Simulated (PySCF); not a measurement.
Species: 2-chloro-2-methylbutane, C₅H₁₁Cl.
Bonds: C1–C2, C2–C3, C3–C4, C3–C5, C3–Cl6. Hydrogens: H7, H8, H9 on C1; H10, H11 on C2; H12, H13, H14 on C4; H15, H16, H17 on C5.

Computed, not measured: PBE0-D3(BJ)/def2-SVP geometry optimisation, gas phase in PySCF 2.14.0.

What internal coordinates does the optimisation give?

| bond | length (bohr) |
| --- | --- |
| C1–C2 | 2.869 |
| C2–C3 | 2.890 |
| C3–C4, C3–C5 | 2.871 |
| C3–Cl6 | 3.464 |
| C1–H7, C1–H8, C1–H9 | 2.079 |
| C2–H10, C2–H11 | 2.086 |
| C4–H12 and 5 like bonds | 2.079 |

Bonds in one row agree within 0.02 bohr and their mean is given. A selection of angles:
| angle | degrees |
| --- | --- |
| C2–C1–H7 | 110.5 |
| C2–C1–H8 | 110.6 |
| H7–C1–H8 | 108.0 |
| C1–C2–C3 | 116.4 |
| C1–C2–H10 | 109.8 |
| C3–C2–H10 | 107.5 |
| H10–C2–H11 | 106.1 |
| C2–C3–C4 | 110.6 |
| C2–C3–C5 | 113.2 |
| C2–C3–Cl6 | 107.7 |
| C4–C3–C5 | 111.3 |
| C4–C3–Cl6 | 106.6 |
| C3–C4–H12 | 109.7 |
| C3–C4–H13 | 110.9 |
| H12–C4–H13 | 108.4 |

Dihedral angles: C1–C2–C3–C4 179° (antiperiplanar). The mirror-image conformer, all signs reversed, is as good.

Of the pairs four or more bonds apart, Cl6···H8 is among the closest relative to their van der Waals radii: 2.78 Å, 94 % of the sum of Bondi's values.

Point group: C1 (no symmetry element, even within 0.4 Å). Not checked by PBE0-D3(BJ)/def2-SVP frequencies. One conformer, not necessarily the lowest.

Hardware: one thread of an Arm Neoverse V2, no GPU, shared host with 96 logical CPUs at a one-minute load of 41. Cost: 64 s wall, 0.58 GiB resident at most. That covers the optimisation of the geometry.
